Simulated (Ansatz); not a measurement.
**AlNH3 (quartet): from Hartree-Fock to the top rungs at distance Al1–H4 along a hydrogen transfer = 1.884 Å, cc-pVTZ**

An exercise on one series of results from a longer session: the logs are not shown, and one member is left open.

Program: Ansatz 0.2.0, Gaussian basis. Level of theory: cc-pVTZ, core rule «outside noble gas», up to 6 orbitals frozen. These are calculated values, not measurements.

Plan: UHF; CCSD(T) on ROHF; CCSD(T) on UHF; BCCD(T) on ROHF; CCSDT(Q) on ROHF; CCSDT(Q) on UHF; CASSCF and NEVPT2, 5 electrons in 5 orbitals.

5 further runs of the same task are left out: 5 for a known fault of the program.

### The geometry

The geometry derives from fragments relaxed apart (PBE0/def2-TZVP) and kept rigid, so it is no stationary point. A hydrogen atom is moved between rigid fragments.

5 atoms, charge 0, spin multiplicity 4.

Atoms are counted from 1 here; the program's logs count them from 0.

Bond lengths: Al1–H2 1.586 Å, Al1–H3 1.586 Å, Al1–H4 1.884 Å. Angles: H2–Al1–H3 120.0°, H2–Al1–H4 120.0°, H3–Al1–H4 120.0°.

Geometry (Å):

```
Al   -1.0637    0.0000    0.0000
H    -1.8566    1.3734    0.0000
H    -1.8566   -1.3734    0.0000
H     0.8203    0.0000    0.0000
N     2.2573    0.0000    0.0000
```

The first run:

in.yaml reads:

```yaml
crystal:
  periodic: [false, false, false]
  atoms:
    - {symbol: Al, position_ang: [-1.063726, 0.000000, 0.000000]}
    - {symbol: H, position_ang: [-1.856650, 1.373384, 0.000000]}
    - {symbol: H, position_ang: [-1.856650, -1.373384, 0.000000]}
    - {symbol: H, position_ang: [0.820274, 0.000000, 0.000000]}
    - {symbol: N, position_ang: [2.257274, 0.000000, 0.000000]}
basis:
  gaussian: {orbitals: cc-pVTZ}
magnetization: {spin_polarized: true, initial_magnetization: 3}
hamiltonian: {xc: hf}
output: {orbitals: {seedname: orbitals}}
```

Command:

```console
> ansatz run in.yaml --threads 1 --pin off --events-out ev --progress --plain --max-ram 4096MiB --backend cpu
```

Among the steps run: UHF; CCSD(T) on ROHF; CCSD(T) on UHF; BCCD(T) on ROHF; CCSDT(Q) on ROHF; CCSDT(Q) on UHF; CASSCF and NEVPT2, 5 electrons in 5 orbitals.

One of the session's tables, all rows but one given; the rest of the session is left out.

```
     method  from UCCSDT(Q) (kcal/mol)
       ROHF                    +168.40
        UHF                    +160.42
       RMP2                     +32.23
       UMP2                     +31.49
      RCCSD                      +5.18
      UCCSD                          ?
   RCCSD(T)                      +1.00
   UCCSD(T)                      +0.94
    BCCD(T)                      +0.96
     RCCSDT                      +0.24
     UCCSDT                      +0.16
  RCCSDT(Q)                      +0.07
  UCCSDT(Q)                          0
CASSCF pair                    +151.44
NEVPT2 pair                     +29.43
```

Q: Estimate the row for UCCSD from the others.

The run gave: from UCCSDT(Q) (kcal/mol): +4.96. In the column «from UCCSDT(Q) (kcal/mol)» it lies between RCCSD(T) (+1.00) and RCCSD (+5.18).

Limits of these values: Restricted and unrestricted rows rest on different reference determinants; where their highest levels disagree by more than a few hundredths of an eV, they describe different states and don't form one ladder.
